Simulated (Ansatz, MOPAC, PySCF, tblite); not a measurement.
Bond stretch in LiH, singlet.

- AM1, restricted, heats of formation (MOPAC)
- RHF/STO-3G = PySCF 2.14.0 with restricted Hartree-Fock/STO-3G
- RCCSD = CCSD on RHF/def2-SVP, frozen core in Ansatz (an electronic-structure program)
- GFN2-xTB, 300 K electronic temperature (tblite)

Energies are in kcal/mol, each relative to the lowest point of its own curve near equilibrium.

```tsv
R / Å	AM1	RHF/STO-3G	RCCSD	GFN2-xTB
1.19	35.8	18.8	22.4	3.4
1.26	22.4	10.6	14.0	1.2
1.35	10.7	4.0	6.7	0.0
1.47	2.4	0.2	1.6	0.6
1.51	1.1	0.0	0.7	1.1
1.52	0.8	0.0	0.6	1.3
1.60	0.0	1.0	0.0	2.9
1.64	0.3	1.9	0.1	3.9
1.69	1.1	3.5	0.5	5.2
1.74	2.4	5.5	1.2	6.6
1.87	7.5	12.2	3.8	10.6
2.00	14.3	20.4	7.3	14.6
2.16	23.6	31.8	12.2	19.8
2.44	40.4	53.3	21.1	30.3
2.65	52.2	69.8	27.4	38.3
2.91	64.8	89.3	34.2	47.9
3.21	76.9	109.8	40.3	58.1
3.52	86.7	127.9	44.7	67.5
3.92	96.2	146.5	47.9	77.8
4.35	103.7	161.0	49.5	86.3
4.73	108.6	170.2	50.1	—
5.53	115.8	182.1	50.6	—
6.27	120.2	188.0	50.7	—
```

At the longest distance, 6.27 Å, RHF/STO-3G lies highest above its minimum (188.0 kcal/mol) and RCCSD lowest (50.7 kcal/mol).

Dashes: no converged value, or the column stops at the first point that the program doubted or that broke a chosen test of continuity, which isn't proof of a fault.

The restricted form behind AM1, RHF/STO-3G keeps the bonding electrons paired and can't separate into open-shell fragments. With two correlated electrons CCSD is exact in the basis where it finds the lowest root (RCCSD).
